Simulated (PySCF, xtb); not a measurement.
C3H4, SMILES C#CC.

GFN2-xTB (xtb 6.7.1) at its own geometry gives an orbital gap of 7.08 eV and a dipole moment of 0.77 D.

Geometry optimised at B3LYP-D3(BJ)/def2-TZVP.

Problem. What does PBE0/def2-TZVPD in PySCF give? (Estimate from the structure and the level; the computed values follow.)

Solution. gap 8.13 eV (levels -7.74 and 0.39 eV), dipole 0.84 D.
